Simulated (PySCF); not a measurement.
C₃H₆NO (doublet state).
Z-matrix (Å and degrees, GFN2-xTB geometry), rows numbered from 1:
```
C 
C   1  1.5173
O   2  1.4577  1  111.17
C   3  1.2824  2  120.12  1   -75.92
N   4  1.2499  3  131.47  2    -0.74
H   1  1.0876  2  109.86  3    61.43
H   1  1.0869  2  109.68  3  -178.88
H   1  1.0876  2  110.42  3   -58.75
H   2  1.0936  1  110.85  3  -120.06
H   2  1.0911  1  111.71  3   116.49
H   5  1.0091  4  119.33  3  -178.87
```

The hyperfine couplings belong to this conformer and change with its torsions.

Identity: `[H]/N=[C]/OCC` [radical].

Theory: UKS B3LYP, pcH-1 on C H N O, non-relativistic, mean-field spin-orbit, GIAO in PySCF 2.14.0. Isolated species at its GFN2-xTB geometry (one conformer only). A GFN2-xTB geometry isn't a minimum of the functional, and hyperfine couplings can be far from their values at a DFT geometry. No stability test was run, so a lower SCF solution isn't excluded.

(1) What is the g tensor, term by term?

(2) At 9.453 GHz, how far is the centre of the isotropic spectrum from where a free electron (g = 2.002319) resonates?

(3) What effective moment and Curie constant follow for a powder?

(4) In a frozen sample, at which fields do the three g values resonate at 9.5, 34, 94 and 263 GHz (hyperfine left aside), and which band first spreads them over more than twice a line width of 1.0 mT?

Results:

(1) 
| Δg (ppm) | 1 | 2 | 3 |
| --- | --- | --- | --- |
| relativistic mass correction | -200 | -200 | -200 |
| gauge correction | 33 | 15 | -82 |
| orbital Zeeman/spin–orbit | -2865 | -234 | 1121 |
| total | -3032 | -419 | 839 |

So g = 1.99929, 2.00190, 2.00316 and g_iso = 2.00145; the tensor is rhombic: the two nearest values differ by 32 % of g3 − g1. Axes: g1 points within 15° of the O3–C4 bond.

(2) B = hν/(g μB) with μB/h = 13.99624 MHz/mT gives 337.31 mT for the free electron and 337.45 mT at g_iso, 0.15 mT higher.

(3) With the mean of g² = 4.0058 and S(S+1) = 0.75: μ_eff = √(⟨g²⟩S(S+1)) = 1.733 μB and χT = 0.12505·⟨g²⟩·S(S+1) = 0.376 cm³ K/mol (cgs; spin-Hamiltonian part alone).

(4) 
| band | GHz | B(g3) mT | B(g2) mT | B(g1) mT | spread mT |
| --- | --- | --- | --- | --- | --- |
| X | 9.5 | 338.84 | 339.05 | 339.50 | 0.66 |
| Q | 34.0 | 1212.70 | 1213.46 | 1215.04 | 2.35 |
| W | 94.0 | 3352.75 | 3354.86 | 3359.24 | 6.49 |
| J | 263.0 | 9380.56 | 9386.46 | 9398.72 | 18.16 |

The spread grows in proportion to the frequency. Q band is the first where it exceeds 2.0 mT.

The Mulliken spin populations are largest on C4 (+0.73), N5 (+0.18) and C2 (+0.08).

The HOMO–LUMO gaps are 6.38 eV among the α and 5.74 eV among the β orbitals.
